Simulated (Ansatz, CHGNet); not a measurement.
For bcc Mo, the machine-learned potential CHGNet-r²SCAN (trained on r²SCAN data) gives:

- lattice parameter a: 3.154 Å
- elastic constant C11: 348 GPa
- elastic constant C44: 13.4 GPa
- polycrystal shear modulus: 19.3 GPa

Problem. What does r²SCAN+rVV10 in Ansatz (plane waves, PAW) give for the same quantities?

Solution. 
- lattice constant a: 3.144 Å (falls by 0.3 %)
- elastic constant C11: 498 GPa (grows by 43 %)
- elastic constant C44: 108 GPa (goes up by 710 %)
- Voigt–Reuss–Hill shear modulus: 128 GPa (grows by 560 %)

For comparison: lattice constant a 3.141 Å (measured, static lattice: zero-point anharmonic expansion removed; as tabulated in Mejia-Rodriguez and Trickey (2018), arXiv:1807.09216); elastic constant C11 478 GPa (measured, 0 K, 300 K values taken to 0 K by the source's computed thermal shift; zero-point effects included; as tabulated in Gong and Corso (2024), arXiv:2406.16634); elastic constant C44 112 GPa (measured, 0 K, 300 K values taken to 0 K by the source's computed thermal shift; zero-point effects included; as tabulated in Gong and Corso (2024), arXiv:2406.16634).

Changes are worked out from the printed values.

Unless a cell is named, each level is at its own relaxed cell (CHGNet-r²SCAN 15.69, r²SCAN+rVV10 15.54 Å³/atom).

Caveats: shear constants of such metals converge slowly with the k mesh (r²SCAN+rVV10). Ansatz's density-functional and Hartree–Fock values are scalar-relativistic unless marked +SOC, with PAW data made under PBE.

Ansatz is a first-principles code.
